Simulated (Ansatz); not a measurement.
Input for Ansatz (development build ahead of 0.2.0):

```yaml
crystal:
  periodic: [false, false, false]
  atoms:
    - { symbol: S, position_ang: [0.0, 0.0, 0.0] }
    - { symbol: O, position_ang: [1.32616, 0.0, 0.0] }
    - { symbol: O, position_ang: [-0.66308, 1.14849, 0.0] }
    - { symbol: O, position_ang: [-0.66308, -1.14849, 0.0] }
basis:
  gaussian: { orbitals: cc-pVTZ }
hamiltonian:
  xc: hf
correlation:
  method: mp2
  frozen_orbitals: { O: 1, S: 5 }
```

The input is written out in the form of the current development build from the run's settings.

Output:

- Converged: yes
- Reference energy: -622.12076 hartree
- Correlation energy: -0.85145 hartree
- Total energy: -622.97221 hartree
- Spin squared of the determinant: 0.000

Caution: no unrestricted run beside it, a lower state can exist.
